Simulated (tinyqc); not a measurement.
Inside a calculation. Method: ROHF in the sto-3g basis, for BH, spin multiplicity 3. Computed by tinyqc, a small Python program that keeps every step (integrals from PySCF). Settings: charge = 0, multiplicity = 3, basis = sto-3g, energy threshold = 1e-10, iteration cap = 60, orthogonalisation = canonical, start = atomic densities, DIIS depth = 6, method = ROHF. Command: `OMP_NUM_THREADS=1 python tinyqc.py 29411 29412 out.jsonl` (the two numbers bound the seeds that draw the settings). One thread of a shared host (Intel(R) Xeon(R) Processor @ 2.60GHz), about 0.1 s of CPU time with the checks. Later iterations appear only in the table of the cycle.

## One-electron integrals

Geometry (angstrom):
```
atom,x,y,z
B,0.0000,0.0000,0.0000
H,0.0000,0.0000,1.5810
```

Basis sto-3g: exponents (1/bohr^2) and contraction coefficients of normalised primitives:
```
element,l (shell),exponent,coefficient
B,s (1),48.7911,0.1543
B,s (1),8.8874,0.5353
B,s (1),2.4053,0.4446
B,s (2),2.2370,-0.1000
B,s (2),0.5198,0.3995
B,s (2),0.1691,0.7001
B,p (3),2.2370,0.1559
B,p (3),0.5198,0.6077
B,p (3),0.1691,0.3920
H,s (1),3.4253,0.1543
H,s (1),0.6239,0.5353
H,s (1),0.1689,0.4446
```

Overlap, kinetic and nuclear-attraction integrals over the contracted functions; the nuclear repulsion is the sum of Za Zb / Rab.

nuclear repulsion = 1.673552 hartree

overlap S:
```
,1B 1s,1B 2s,1B 2px,1B 2py,1B 2pz,2H 1s
1B 1s,1.0000,0.2693,0.0000,0.0000,0.0000,0.0278
1B 2s,0.2693,1.0000,0.0000,0.0000,0.0000,0.2967
1B 2px,0.0000,0.0000,1.0000,0.0000,0.0000,0.0000
1B 2py,0.0000,0.0000,0.0000,1.0000,0.0000,0.0000
1B 2pz,0.0000,0.0000,0.0000,0.0000,1.0000,0.3441
2H 1s,0.0278,0.2967,0.0000,0.0000,0.3441,1.0000
```

kinetic energy T (hartree):
```
,1B 1s,1B 2s,1B 2px,1B 2py,1B 2pz,2H 1s
1B 1s,10.8263,-0.0480,0.0000,0.0000,0.0000,-0.0080
1B 2s,-0.0480,0.3592,0.0000,0.0000,0.0000,0.0199
1B 2px,0.0000,0.0000,1.1239,0.0000,0.0000,0.0000
1B 2py,0.0000,0.0000,0.0000,1.1239,0.0000,0.0000
1B 2pz,0.0000,0.0000,0.0000,0.0000,1.1239,0.0829
2H 1s,-0.0080,0.0199,0.0000,0.0000,0.0829,0.7600
```

nuclear attraction V (hartree):
```
,1B 1s,1B 2s,1B 2px,1B 2py,1B 2pz,2H 1s
1B 1s,-23.4821,-3.2295,0.0000,0.0000,-0.0105,-0.3347
1B 2s,-3.2295,-4.1040,0.0000,0.0000,-0.1033,-0.9787
1B 2px,0.0000,0.0000,-4.0513,0.0000,0.0000,0.0000
1B 2py,0.0000,0.0000,0.0000,-4.0513,0.0000,0.0000
1B 2pz,-0.0105,-0.1033,0.0000,0.0000,-4.1179,-1.0663
2H 1s,-0.3347,-0.9787,0.0000,0.0000,-1.0663,-2.8954
```

core Hamiltonian H = T + V (hartree):
```
,1B 1s,1B 2s,1B 2px,1B 2py,1B 2pz,2H 1s
1B 1s,-12.6558,-3.2775,0.0000,0.0000,-0.0105,-0.3427
1B 2s,-3.2775,-3.7448,0.0000,0.0000,-0.1033,-0.9588
1B 2px,0.0000,0.0000,-2.9274,0.0000,0.0000,0.0000
1B 2py,0.0000,0.0000,0.0000,-2.9274,0.0000,0.0000
1B 2pz,-0.0105,-0.1033,0.0000,0.0000,-2.9940,-0.9834
2H 1s,-0.3427,-0.9588,0.0000,0.0000,-0.9834,-2.1354
```

## Two-electron integrals

Functions are numbered as in S; the eight-fold symmetry (ij|kl) = (ji|kl) = (kl|ij) leaves the list below.

Two-electron integrals (ij|kl) in chemists' order, unique and non-zero (hartree):
```
i,j,k,l,(ij|kl)
1,1,1,1,2.9235
2,1,1,1,0.5184
2,1,2,1,0.1093
2,2,1,1,0.7442
2,2,2,1,0.1932
2,2,2,2,0.5448
3,1,3,1,0.0203
3,2,3,1,0.0300
3,2,3,2,0.1203
3,3,1,1,0.7425
3,3,2,1,0.1932
3,3,2,2,0.5447
3,3,3,3,0.5868
4,1,4,1,0.0203
4,2,4,1,0.0300
4,2,4,2,0.1203
4,3,4,3,0.0316
4,4,1,1,0.7425
4,4,2,1,0.1932
4,4,2,2,0.5447
4,4,3,3,0.5235
4,4,4,4,0.5868
5,1,5,1,0.0203
5,2,5,1,0.0300
5,2,5,2,0.1203
5,3,5,3,0.0316
5,4,5,4,0.0316
5,5,1,1,0.7425
5,5,2,1,0.1932
5,5,2,2,0.5447
5,5,3,3,0.5235
5,5,4,4,0.5235
5,5,5,5,0.5868
6,1,1,1,0.0531
6,1,2,1,0.0112
6,1,2,2,0.0198
6,1,3,3,0.0197
6,1,4,4,0.0197
6,1,5,1,0.0008
6,1,5,2,0.0014
6,1,5,5,0.0200
6,1,6,1,0.0012
6,2,1,1,0.1548
6,2,2,1,0.0410
6,2,2,2,0.1308
6,2,3,3,0.1268
6,2,4,4,0.1268
6,2,5,1,0.0044
6,2,5,2,0.0294
6,2,5,5,0.1385
6,2,6,1,0.0045
6,2,6,2,0.0477
6,3,3,1,0.0037
6,3,3,2,0.0182
6,3,5,3,0.0052
6,3,6,3,0.0046
6,4,4,1,0.0037
6,4,4,2,0.0182
6,4,5,4,0.0052
6,4,6,4,0.0046
6,5,1,1,0.1569
6,5,2,1,0.0420
6,5,2,2,0.1414
6,5,3,3,0.1341
6,5,4,4,0.1341
6,5,5,1,0.0075
6,5,5,2,0.0463
6,5,5,5,0.1557
6,5,6,1,0.0047
6,5,6,2,0.0599
6,5,6,5,0.0783
6,6,1,1,0.3336
6,6,2,1,0.0898
6,6,2,2,0.3255
6,6,3,3,0.3080
6,6,4,4,0.3080
6,6,5,1,0.0102
6,6,5,2,0.0929
6,6,5,5,0.3599
6,6,6,1,0.0099
6,6,6,2,0.1624
6,6,6,5,0.2197
6,6,6,6,0.7746
```

## Orthogonalisation

S = U s U^T; canonical form X = U s^(-1/2), so that X^T S X = 1. Each column of U has its largest component positive (the first on a tie).

eigenvalues of S: 0.5164  0.8015  1.0000  1.0000  1.1772  1.5048

X:
```
,1,2,3,4,5,6
1B 1s,0.3713,0.7410,0.0000,0.0000,0.5692,0.2670
1B 2s,-0.7594,-0.5120,0.0000,0.0000,0.4030,0.4471
1B 2px,0.0000,0.0000,0.8961,-0.4439,0.0000,0.0000
1B 2py,0.0000,0.0000,0.4439,0.8961,0.0000,0.0000
1B 2pz,-0.6408,0.5722,0.0000,0.0000,-0.5356,0.3532
2H 1s,0.9006,-0.3301,0.0000,0.0000,-0.2759,0.5182
```

Within a degenerate level the vectors are fixed only up to a rotation; this is one choice.

## Starting guess

The start is atomic minimal-basis densities projected into this basis (PySCF's MINAO start) and scaled to the electron count of each spin; this density is not idempotent, so its energy is not variational and may lie below the converged one.

D(alpha) at the start:
```
,1B 1s,1B 2s,1B 2px,1B 2py,1B 2pz,2H 1s
1B 1s,1.4527,-0.3766,0.0000,0.0000,0.0081,-0.0238
1B 2s,-0.3766,1.4069,0.0000,0.0000,-0.0256,0.0881
1B 2px,0.0000,0.0000,0.2138,0.0000,0.0000,0.0000
1B 2py,0.0000,0.0000,0.0000,0.2138,0.0000,0.0000
1B 2pz,0.0081,-0.0256,0.0000,0.0000,0.1969,0.0363
2H 1s,-0.0238,0.0881,0.0000,0.0000,0.0363,0.6428
```

D(beta) at the start:
```
,1B 1s,1B 2s,1B 2px,1B 2py,1B 2pz,2H 1s
1B 1s,0.7264,-0.1883,0.0000,0.0000,0.0041,-0.0119
1B 2s,-0.1883,0.7034,0.0000,0.0000,-0.0128,0.0441
1B 2px,0.0000,0.0000,0.1069,0.0000,0.0000,0.0000
1B 2py,0.0000,0.0000,0.0000,0.1069,0.0000,0.0000
1B 2pz,0.0041,-0.0128,0.0000,0.0000,0.0984,0.0181
2H 1s,-0.0119,0.0441,0.0000,0.0000,0.0181,0.3214
```

## Iteration 1: building the Fock matrix

J_ij = sum D_kl (ij|kl) with D = D(alpha) + D(beta), K_ij = sum D_kl (ik|jl) for each spin; F = H + J - K(s); E = tr D H + tr D J / 2 - 0.5 sum_s tr D(s) K(s) + E_nn.

Coulomb J (hartree):
```
,1B 1s,1B 2s,1B 2px,1B 2py,1B 2pz,2H 1s
1B 1s,8.4269,1.6960,0.0000,0.0000,0.0100,0.1747
1B 2s,1.6960,3.4258,0.0000,0.0000,0.0938,0.8625
1B 2px,0.0000,0.0000,3.4035,0.0000,0.0000,0.0000
1B 2py,0.0000,0.0000,0.0000,3.4035,0.0000,0.0000
1B 2pz,0.0100,0.0938,0.0000,0.0000,3.4573,0.9574
2H 1s,0.1747,0.8625,0.0000,0.0000,0.9574,2.4225
```

exchange K(alpha) (hartree):
```
,1B 1s,1B 2s,1B 2px,1B 2py,1B 2pz,2H 1s
1B 1s,4.0232,0.7267,0.0000,0.0000,0.0046,0.0827
1B 2s,0.7267,0.9088,0.0000,0.0000,0.0440,0.3308
1B 2px,0.0000,0.0000,0.3210,0.0000,0.0000,0.0000
1B 2py,0.0000,0.0000,0.0000,0.3210,0.0000,0.0000
1B 2pz,0.0046,0.0440,0.0000,0.0000,0.3746,0.2388
2H 1s,0.0827,0.3308,0.0000,0.0000,0.2388,0.6219
```

exchange K(beta) (hartree):
```
,1B 1s,1B 2s,1B 2px,1B 2py,1B 2pz,2H 1s
1B 1s,2.0116,0.3633,0.0000,0.0000,0.0023,0.0413
1B 2s,0.3633,0.4544,0.0000,0.0000,0.0220,0.1654
1B 2px,0.0000,0.0000,0.1605,0.0000,0.0000,0.0000
1B 2py,0.0000,0.0000,0.0000,0.1605,0.0000,0.0000
1B 2pz,0.0023,0.0220,0.0000,0.0000,0.1873,0.1194
2H 1s,0.0413,0.1654,0.0000,0.0000,0.1194,0.3109
```

F(alpha) (hartree):
```
,1B 1s,1B 2s,1B 2px,1B 2py,1B 2pz,2H 1s
1B 1s,-8.2521,-2.3081,0.0000,0.0000,-0.0052,-0.2507
1B 2s,-2.3081,-1.2278,0.0000,0.0000,-0.0535,-0.4271
1B 2px,0.0000,0.0000,0.1551,0.0000,0.0000,0.0000
1B 2py,0.0000,0.0000,0.0000,0.1551,0.0000,0.0000
1B 2pz,-0.0052,-0.0535,0.0000,0.0000,0.0886,-0.2649
2H 1s,-0.2507,-0.4271,0.0000,0.0000,-0.2649,-0.3348
```

F(beta) (hartree):
```
,1B 1s,1B 2s,1B 2px,1B 2py,1B 2pz,2H 1s
1B 1s,-6.2405,-1.9448,0.0000,0.0000,-0.0029,-0.2094
1B 2s,-1.9448,-0.7734,0.0000,0.0000,-0.0315,-0.2617
1B 2px,0.0000,0.0000,0.3156,0.0000,0.0000,0.0000
1B 2py,0.0000,0.0000,0.0000,0.3156,0.0000,0.0000
1B 2pz,-0.0029,-0.0315,0.0000,0.0000,0.2760,-0.1455
2H 1s,-0.2094,-0.2617,0.0000,0.0000,-0.1455,-0.0239
```

total energy of this density = -25.024236 hartree

This density is the starting one; it is not idempotent, so its energy is not variational and may lie below the converged one.

## Iteration 1: Roothaan effective Fock matrix

With projectors Pc = D(beta) S, Po = (D(alpha) - D(beta)) S, Pv = 1 - D(alpha) S, the block xy is Px^T F Py; with Fc = (F(alpha) + F(beta))/2, the blocks are Fc for cc, oo, vv and cv, F(beta) for co and F(alpha) for ov.

effective F (hartree):
```
,1B 1s,1B 2s,1B 2px,1B 2py,1B 2pz,2H 1s
1B 1s,-5.8487,-1.8545,0.0000,0.0000,0.0060,-0.2257
1B 2s,-1.8545,-0.6107,0.0000,0.0000,0.0006,-0.1338
1B 2px,0.0000,0.0000,0.2237,0.0000,0.0000,0.0000
1B 2py,0.0000,0.0000,0.0000,0.2237,0.0000,0.0000
1B 2pz,0.0060,0.0006,0.0000,0.0000,0.1789,-0.1829
2H 1s,-0.2257,-0.1338,0.0000,0.0000,-0.1829,-0.0593
```

## Iteration 1: diagonalisation and new density

Diagonalise F' = X^T F X, C = X C', fill 4 alpha and 2 beta electrons from the bottom; D(s) = C_occ C_occ^T. Each column has its largest component positive (the first on a tie).

F' = X^T F X (hartree):
```
,1,2,3,4,5,6
1,0.1537,-0.7277,0.0000,0.0000,-0.5654,-0.4694
2,-0.7277,-1.7730,0.0000,0.0000,-2.3305,-1.3739
3,0.0000,0.0000,0.2237,0.0000,0.0000,0.0000
4,0.0000,0.0000,0.0000,0.2237,0.0000,0.0000
5,-0.5654,-2.3305,0.0000,0.0000,-2.7555,-1.6884
6,-0.4694,-1.3739,0.0000,0.0000,-1.6884,-1.1657
```

orbital energies (hartree): MO1 -5.8632, MO2 -0.1238, MO3 -0.0058, MO4 0.2237, MO5 0.2237, MO6 0.4523

coefficients C:
```
,MO1,MO2,MO3,MO4,MO5,MO6
1B 1s,0.9846,-0.0982,-0.3118,0.0000,0.0000,-0.0764
1B 2s,0.0529,0.2185,1.0168,0.0000,0.0000,0.3418
1B 2px,0.0000,0.0000,0.0000,0.9343,-0.3564,0.0000
1B 2py,0.0000,0.0000,0.0000,0.3564,0.9343,0.0000
1B 2pz,0.0002,0.3485,-0.2700,0.0000,0.0000,0.9774
2H 1s,-0.0040,0.7485,-0.2829,0.0000,0.0000,-0.7902
```

D(alpha) after iteration 1:
```
,1B 1s,1B 2s,1B 2px,1B 2py,1B 2pz,2H 1s
1B 1s,1.0764,-0.2865,0.0000,0.0000,0.0502,0.0108
1B 2s,-0.2865,1.0844,0.0000,0.0000,-0.1984,-0.1243
1B 2px,0.0000,0.0000,0.8730,0.3330,0.0000,0.0000
1B 2py,0.0000,0.0000,0.3330,0.1270,0.0000,0.0000
1B 2pz,0.0502,-0.1984,0.0000,0.0000,0.1943,0.3372
2H 1s,0.0108,-0.1243,0.0000,0.0000,0.3372,0.6403
```

D(beta) after iteration 1:
```
,1B 1s,1B 2s,1B 2px,1B 2py,1B 2pz,2H 1s
1B 1s,0.9792,0.0306,0.0000,0.0000,-0.0340,-0.0775
1B 2s,0.0306,0.0505,0.0000,0.0000,0.0762,0.1634
1B 2px,0.0000,0.0000,0.0000,0.0000,0.0000,0.0000
1B 2py,0.0000,0.0000,0.0000,0.0000,0.0000,0.0000
1B 2pz,-0.0340,0.0762,0.0000,0.0000,0.1214,0.2608
2H 1s,-0.0775,0.1634,0.0000,0.0000,0.2608,0.5603
```

Within a degenerate level the vectors are fixed only up to a rotation; this is one choice.

## Iteration 2: building the Fock matrix

As before.

Coulomb J (hartree):
```
,1B 1s,1B 2s,1B 2px,1B 2py,1B 2pz,2H 1s
1B 1s,8.1590,1.6429,0.0000,0.0000,0.0147,0.1695
1B 2s,1.6429,3.3333,0.0000,0.0000,0.1406,0.8789
1B 2px,0.0000,0.0000,3.3271,0.0211,0.0000,0.0000
1B 2py,0.0000,0.0000,0.0211,3.2799,0.0000,0.0000
1B 2pz,0.0147,0.1406,0.0000,0.0000,3.3807,0.9952
2H 1s,0.1695,0.8789,0.0000,0.0000,0.9952,2.6127
```

exchange K(alpha) (hartree):
```
,1B 1s,1B 2s,1B 2px,1B 2py,1B 2pz,2H 1s
1B 1s,2.9921,0.5579,0.0000,0.0000,0.0026,0.0612
1B 2s,0.5579,0.7602,0.0000,0.0000,-0.0408,0.2420
1B 2px,0.0000,0.0000,0.6595,0.1849,0.0000,0.0000
1B 2py,0.0000,0.0000,0.1849,0.2454,0.0000,0.0000
1B 2pz,0.0026,-0.0408,0.0000,0.0000,0.4246,0.3008
2H 1s,0.0612,0.2420,0.0000,0.0000,0.3008,0.6509
```

exchange K(beta) (hartree):
```
,1B 1s,1B 2s,1B 2px,1B 2py,1B 2pz,2H 1s
1B 1s,2.8987,0.5482,0.0000,0.0000,-0.0042,0.0571
1B 2s,0.5482,0.2394,0.0000,0.0000,0.1492,0.2211
1B 2px,0.0000,0.0000,0.0422,0.0000,0.0000,0.0000
1B 2py,0.0000,0.0000,0.0000,0.0422,0.0000,0.0000
1B 2pz,-0.0042,0.1492,0.0000,0.0000,0.2381,0.2956
2H 1s,0.0571,0.2211,0.0000,0.0000,0.2956,0.6223
```

F(alpha) (hartree):
```
,1B 1s,1B 2s,1B 2px,1B 2py,1B 2pz,2H 1s
1B 1s,-7.4890,-2.1925,0.0000,0.0000,0.0016,-0.2344
1B 2s,-2.1925,-1.1716,0.0000,0.0000,0.0780,-0.3220
1B 2px,0.0000,0.0000,-0.2599,-0.1638,0.0000,0.0000
1B 2py,0.0000,0.0000,-0.1638,0.1070,0.0000,0.0000
1B 2pz,0.0016,0.0780,0.0000,0.0000,-0.0379,-0.2890
2H 1s,-0.2344,-0.3220,0.0000,0.0000,-0.2890,-0.1737
```

F(beta) (hartree):
```
,1B 1s,1B 2s,1B 2px,1B 2py,1B 2pz,2H 1s
1B 1s,-7.3956,-2.1828,0.0000,0.0000,0.0084,-0.2304
1B 2s,-2.1828,-0.6509,0.0000,0.0000,-0.1119,-0.3010
1B 2px,0.0000,0.0000,0.3574,0.0211,0.0000,0.0000
1B 2py,0.0000,0.0000,0.0211,0.3102,0.0000,0.0000
1B 2pz,0.0084,-0.1119,0.0000,0.0000,0.1486,-0.2838
2H 1s,-0.2304,-0.3010,0.0000,0.0000,-0.2838,-0.1450
```

total energy of this density = -24.611644 hartree

## Iteration 2: Roothaan effective Fock matrix

As before.

effective F (hartree):
```
,1B 1s,1B 2s,1B 2px,1B 2py,1B 2pz,2H 1s
1B 1s,-7.4426,-2.1853,0.0000,0.0000,0.0022,-0.2333
1B 2s,-2.1853,-0.8879,0.0000,0.0000,0.0064,-0.3011
1B 2px,0.0000,0.0000,0.0488,-0.0714,0.0000,0.0000
1B 2py,0.0000,0.0000,-0.0714,0.2086,0.0000,0.0000
1B 2pz,0.0022,0.0064,0.0000,0.0000,0.0308,-0.2942
2H 1s,-0.2333,-0.3011,0.0000,0.0000,-0.2942,-0.1616
```

## Iteration 2: DIIS over 2 matrices

error matrix X^T (FDS - SDF) X:
```
,1,2,3,4,5,6
1,0.0000,0.0081,0.0000,0.0000,-0.2103,0.0875
2,-0.0081,0.0000,0.0000,0.0000,-0.0963,-0.0454
3,0.0000,0.0000,0.0000,0.0000,0.0000,0.0000
4,0.0000,0.0000,0.0000,0.0000,0.0000,0.0000
5,0.2103,0.0963,0.0000,0.0000,0.0000,-0.0321
6,-0.0875,0.0454,0.0000,0.0000,0.0321,0.0000
```

B (overlaps of the stored error matrices):
```
,1,2
1,2.1348467e-01,-4.5442821e-03
2,-4.5442821e-03,1.2863222e-01
```

Minimise |sum c_i e_i|^2 with sum c_i = 1: solve [B -1; -1 0][c; lambda] = [0; -1] with B_ij = tr e_i^T e_j, and take F = sum c_i F_i.

DIIS coefficients: 0.3792  0.6208

extrapolated F (hartree):
```
,1B 1s,1B 2s,1B 2px,1B 2py,1B 2pz,2H 1s
1B 1s,-6.8382,-2.0599,0.0000,0.0000,0.0036,-0.2304
1B 2s,-2.0599,-0.7828,0.0000,0.0000,0.0042,-0.2376
1B 2px,0.0000,0.0000,0.1151,-0.0443,0.0000,0.0000
1B 2py,0.0000,0.0000,-0.0443,0.2143,0.0000,0.0000
1B 2pz,0.0036,0.0042,0.0000,0.0000,0.0870,-0.2520
2H 1s,-0.2304,-0.2376,0.0000,0.0000,-0.2520,-0.1228
```

## Iteration 2: diagonalisation and new density

As before.

F' = X^T F X (hartree):
```
,1,2,3,4,5,6
1,0.1678,-0.8904,0.0000,0.0000,-0.7180,-0.5142
2,-0.8904,-2.2534,0.0000,0.0000,-2.6898,-1.5496
3,0.0000,0.0000,0.0994,0.0126,0.0000,0.0000
4,0.0000,0.0000,0.0126,0.2300,0.0000,0.0000
5,-0.7180,-2.6898,0.0000,0.0000,-3.2255,-1.9022
6,-0.5142,-1.5496,0.0000,0.0000,-1.9022,-1.4222
```

orbital energies (hartree): MO1 -6.8460, MO2 -0.2718, MO3 -0.1006, MO4 0.0982, MO5 0.2313, MO6 0.4851

coefficients C:
```
,MO1,MO2,MO3,MO4,MO5,MO6
1B 1s,0.9897,-0.1924,-0.2348,0.0000,0.0000,-0.1025
1B 2s,0.0364,0.5710,0.8244,0.0000,0.0000,0.4407
1B 2px,0.0000,0.0000,0.0000,0.9343,-0.3564,0.0000
1B 2py,0.0000,0.0000,0.0000,0.3564,0.9343,0.0000
1B 2pz,0.0007,0.2527,-0.4994,0.0000,0.0000,0.9146
2H 1s,-0.0040,0.5828,-0.4192,0.0000,0.0000,-0.8657
```

D(alpha) after iteration 2:
```
,1B 1s,1B 2s,1B 2px,1B 2py,1B 2pz,2H 1s
1B 1s,1.0717,-0.2674,0.0000,0.0000,0.0693,-0.0176
1B 2s,-0.2674,1.0070,0.0000,0.0000,-0.2674,-0.0129
1B 2px,0.0000,0.0000,0.8730,0.3330,0.0000,0.0000
1B 2py,0.0000,0.0000,0.3330,0.1270,0.0000,0.0000
1B 2pz,0.0693,-0.2674,0.0000,0.0000,0.3133,0.3566
2H 1s,-0.0176,-0.0129,0.0000,0.0000,0.3566,0.5153
```

D(beta) after iteration 2:
```
,1B 1s,1B 2s,1B 2px,1B 2py,1B 2pz,2H 1s
1B 1s,1.0166,-0.0738,0.0000,0.0000,-0.0480,-0.1161
1B 2s,-0.0738,0.3274,0.0000,0.0000,0.1443,0.3326
1B 2px,0.0000,0.0000,0.0000,0.0000,0.0000,0.0000
1B 2py,0.0000,0.0000,0.0000,0.0000,0.0000,0.0000
1B 2pz,-0.0480,0.1443,0.0000,0.0000,0.0639,0.1473
2H 1s,-0.1161,0.3326,0.0000,0.0000,0.1473,0.3396
```

## Iteration 9 (converged): orbitals

converged F (hartree):
```
,1B 1s,1B 2s,1B 2px,1B 2py,1B 2pz,2H 1s
1B 1s,-7.3067,-2.1411,0.0000,0.0000,-0.0079,-0.2312
1B 2s,-2.1411,-0.8433,0.0000,0.0000,-0.0497,-0.3460
1B 2px,0.0000,0.0000,0.1112,-0.0714,0.0000,0.0000
1B 2py,0.0000,0.0000,-0.0714,0.2711,0.0000,0.0000
1B 2pz,-0.0079,-0.0497,0.0000,0.0000,0.0335,-0.3138
2H 1s,-0.2312,-0.3460,0.0000,0.0000,-0.3138,-0.2159
```

As before.

F' = X^T F X (hartree):
```
,1,2,3,4,5,6
1,0.1888,-0.9481,0.0000,0.0000,-0.8157,-0.5386
2,-0.9481,-2.4837,0.0000,0.0000,-2.8957,-1.6145
3,0.0000,0.0000,0.0860,0.0203,0.0000,0.0000
4,0.0000,0.0000,0.0203,0.2964,0.0000,0.0000
5,-0.8157,-2.8957,0.0000,0.0000,-3.4104,-1.9720
6,-0.5386,-1.6145,0.0000,0.0000,-1.9720,-1.6110
```

orbital energies (hartree): MO1 -7.3114, MO2 -0.4305, MO3 -0.0776, MO4 0.0840, MO5 0.2983, MO6 0.5032

coefficients C:
```
,MO1,MO2,MO3,MO4,MO5,MO6
1B 1s,0.9924,-0.1836,-0.2237,0.0000,0.0000,0.1169
1B 2s,0.0275,0.5589,0.8023,0.0000,0.0000,-0.4945
1B 2px,0.0000,0.0000,0.0000,0.9343,-0.3564,0.0000
1B 2py,0.0000,0.0000,0.0000,0.3564,0.9343,0.0000
1B 2pz,0.0024,0.2658,-0.5566,0.0000,0.0000,-0.8771
2H 1s,-0.0039,0.5858,-0.3482,0.0000,0.0000,0.8947
```

D(alpha) after iteration 9:
```
,1B 1s,1B 2s,1B 2px,1B 2py,1B 2pz,2H 1s
1B 1s,1.0685,-0.2547,0.0000,0.0000,0.0781,-0.0335
1B 2s,-0.2547,0.9567,0.0000,0.0000,-0.2980,0.0479
1B 2px,0.0000,0.0000,0.8730,0.3330,0.0000,0.0000
1B 2py,0.0000,0.0000,0.3330,0.1270,0.0000,0.0000
1B 2pz,0.0781,-0.2980,0.0000,0.0000,0.3805,0.3495
2H 1s,-0.0335,0.0479,0.0000,0.0000,0.3495,0.4644
```

D(beta) after iteration 9:
```
,1B 1s,1B 2s,1B 2px,1B 2py,1B 2pz,2H 1s
1B 1s,1.0185,-0.0753,0.0000,0.0000,-0.0464,-0.1114
1B 2s,-0.0753,0.3131,0.0000,0.0000,0.1486,0.3273
1B 2px,0.0000,0.0000,0.0000,0.0000,0.0000,0.0000
1B 2py,0.0000,0.0000,0.0000,0.0000,0.0000,0.0000
1B 2pz,-0.0464,0.1486,0.0000,0.0000,0.0706,0.1557
2H 1s,-0.1114,0.3273,0.0000,0.0000,0.1557,0.3432
```

## Convergence

Stop when the energy changes by less than 1e-10 hartree and every element of the error matrix X^T (F D S - S D F) X is below 3e-06.

Course of the cycle:
```
iteration,E (hartree),change,largest element of the error matrix
1,-25.024236,-,2.43e-01
2,-24.611644,4.13e-01,2.10e-01
3,-24.680361,-6.87e-02,4.79e-02
4,-24.682543,-2.18e-03,1.16e-02
5,-24.682835,-2.92e-04,1.39e-03
6,-24.682853,-1.79e-05,3.50e-04
7,-24.682854,-3.02e-07,7.24e-05
8,-24.682854,-1.68e-08,1.57e-06
9,-24.682854,-1.37e-11,1.71e-07
```

PySCF ROHF in the same basis = -24.682854 hartree

Converged in 9 iterations.

## Populations, bond orders and dipole

Mulliken: Z minus the diagonal of D S on the atom; Loewdin: the same with S^(1/2) D S^(1/2); Mayer order: 2 sum_s sum (D(s) S)_ij (D(s) S)_ji over the two atoms.

Charges (e):
```
atom,Mulliken,Loewdin,Mulliken spin
1B,0.0887,0.0834,1.8928
2H,-0.0887,-0.0834,0.1072
```

Mayer bond orders:
```
pair,order
2-1,0.9806
```

dipole moment about the origin, x y z (debye): 0.0000  0.0000  -0.7570
